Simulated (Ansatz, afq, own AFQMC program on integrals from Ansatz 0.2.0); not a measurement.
Integrals from Ansatz 0.2.0, then the random walk in our own AFQMC program (afq).

```yaml
crystal:
  periodic: [false, false, false]
  atoms:
    - {symbol: Si, position_ang: [0.000000, -0.071477, 0.000000]}
    - {symbol: H, position_ang: [0.000000, 0.995827, -1.090012]}
    - {symbol: H, position_ang: [0.000000, 0.995827, 1.090012]}
basis:
  gaussian: {orbitals: cc-pVDZ}
magnetization: {spin_polarized: true, initial_magnetization: 0}
correlation: {method: ccsd_t, electrons: outside_noble_gas, hamiltonian_folder: ham}
```

```sh
$ ansatz run in.yaml --threads 1 --pin off --events-out ev --progress --plain --max-ram 16896MiB --backend cuda --devices 0, --max-vram 18GiB
```

Options of the walk:

```
--method phaseless --trial hf --walkers 4000 --populations 20 --least-time 40 --time-step 0.005 --steps-per-block 20 --equilibration-blocks 112 --max-blocks 4000 --target-error 0.0007499999999999999 --factor-cut 1e-05 --start spin_pure --seed 2848 --taylor-order 6
```

Times are imaginary, in 1/Eh. The walk had a cap of 49 s. With eight or more populations the least sampling time is a fifth of least-time, and the error comes from their spread.

afq prints:

```
orbitals 23  electrons 3 3  factors 161 of 271
reference energy -290.01833275 Eh
CCSD correlation -0.11684335 Eh in 11 cycles, weight of the determinant in the CISD state 0.9107
energy of the start -290.018333 Eh
 block  time / (1/Eh)  mean weight  energy / Eh
     1     0.100  1.0003  -290.036162
     2     0.200  1.0006  -290.050562
     3     0.300  1.0005  -290.062508
     4     0.400  1.0006  -290.072717
     5     0.500  1.0003  -290.080689
     7     0.700  1.0005  -290.094147
     9     0.900  1.0004  -290.102801
    13     1.300  1.0002  -290.115902
    21     2.100  1.0000  -290.128255
    25     2.500  1.0000  -290.129269
    29     2.900  0.9999  -290.132916
    37     3.700  1.0000  -290.134479
    45     4.500  0.9999  -290.136234
    53     5.300  1.0001  -290.137217
    61     6.100  1.0000  -290.137800
    69     6.900  0.9998  -290.141671
    77     7.700  0.9999  -290.139614
    85     8.500  1.0001  -290.142084
    93     9.300  0.9999  -290.138384
   101    10.100  0.9999  -290.143563
   109    10.900  0.9999  -290.142759
   113    11.300  1.0000  -290.144967
   117    11.700  1.0001  -290.141190
   125    12.500  1.0000  -290.138436
   133    13.300  0.9999  -290.138176
   141    14.100  1.0001  -290.138380
   149    14.900  0.9999  -290.136347
   157    15.700  1.0000  -290.138081
   165    16.500  1.0000  -290.143306
   173    17.300  1.0001  -290.138916
   181    18.100  1.0001  -290.136030
   189    18.900  1.0001  -290.137630
error from the spread of 20 populations
energy -290.138766 +/- 0.000660 Eh
(rows thinned)
```

The run passed its tests (sampling time, drift between the halves within three errors, error under three times the target), which doesn't prove that it has relaxed.

Against this walk (error 18.0 meV) on the same determinant: CCSD(T) 36.5 meV higher, CCSDT(Q) 17.7 meV higher (within the noise), CCSDTQ 17.1 meV higher (within the noise), full CI 17.0 meV higher (within the noise), a separate phaseless walk with a CISD trial and standard settings 19.9 ± 18.0 meV higher (within the noise). The error is statistical and leaves out the bias of the constraint.

Cautions: constraint bias not in the error; higher spins were not checked; an unrestricted solution with more broken spin lies lower (90 meV, ⟨S²⟩ 0.38), while this determinant keeps restricted orbitals.

The walk took 11 s on 1 × NVIDIA H100 80GB HBM3 with 2 threads of AMD EPYC 7R13 Processor (Zen 3) (shared host) (the card was shared). The log's last line is the phaseless energy.

CCSDT and higher add their correlation energy to the determinant of the CCSD(T) run, since their own runs factorise the integrals more tightly (a shift of under 2 meV). A walk keeps the symmetry of its determinant, which the program's search chose and which needn't be the lowest solution, so a lower state of the same spin and another symmetry isn't excluded.
